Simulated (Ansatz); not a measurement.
Relaxation of CH$_{4}$AlCl (7 atoms, charge 0, multiplicity 1), to a largest force component of 0.02 eV/Å in at most 40 steps.

These are results of Ansatz, RKS PBE/def2-mTZVP, not measurements.

```xyz
7
Properties=species:S:1:pos:R:3
Al 0.000 0.000 0.000
Cl 0.000 0.000 2.230
H 1.351 0.000 -0.780
C -1.706 0.000 -0.985
H -2.266 -0.930 -0.756
H -2.310 0.880 -0.680
H -1.504 0.051 -2.075
```

Question: Where does it end, and by what steps?

Answer: It converged. After 4 steps the energy has fallen by 0.110 eV; H3 moved furthest, 0.14 Å.

| step | energy less start (eV) | largest force component (eV/Å) | accepted |
| --- | --- | --- | --- |
| 0 | 0.0000 | 1.204 | yes |
| 1 | -0.1001 | 0.405 | yes |
| 2 | -0.1098 | 0.063 | yes |
| 3 | -0.1102 | 0.025 | yes |
| 4 | -0.1103 | 0.015 | yes |

```xyz
7
Properties=species:S:1:pos:R:3
Al 0.008 0.002 -0.020
Cl -0.019 -0.005 2.110
H 1.453 0.002 -0.689
C -1.699 0.002 -0.971
H -2.285 -0.903 -0.741
H -2.327 0.857 -0.672
H -1.568 0.045 -2.062
```

Whether the end is a true minimum wasn't checked by a vibrational analysis.

Run time: 4.7 s on 1 thread of AMD EPYC 9R45 96-Core Processor (Zen 5), with other jobs on the host, peak memory 0.16 GiB.
